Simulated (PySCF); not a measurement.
hydrogen sulfide (H₂S), SMILES S. Atoms are numbered in the order given.

```xyz
3

S      0.0000     0.0000    -0.1047
H      0.0000    -0.9705     0.8376
H      0.0000     0.9705     0.8376
```

The structure is a stationary point at PBE-D3(BJ)/def2-TZVPD.

Vertical ionisation energy (IE) and electron affinity (EA) in eV. Rows of orbital energies are one-electron estimates. Where ΔSCF, EOM or ADC give a negative EA the extra electron is unbound and the value depends on the basis.

```tsv
level	IE	EA
−ε(HOMO), −ε(LUMO), CAM-B3LYP/def2-TZVPD (PySCF)	8.93	-0.62
−ε(HOMO), −ε(LUMO), ωB97X/def2-TZVPD (PySCF)	10.00	-1.78
EOM-CCSD/aug-cc-pVDZ (PySCF)	10.19	-0.65
ADC(3)/aug-cc-pVDZ (PySCF)	10.18	-0.65
```

Task: Beyond the first one, list the lowest photoelectron lines from ADC(3)/aug-cc-pVDZ (PySCF 2.14.0) with their pole strengths (two spins summed). (An estimate is asked for; the answer gives what the named calculation found.)

Result: 13.26 eV (1.83), 15.45 eV (1.82), 20.26 eV (0.15), 22.75 eV (0.83).
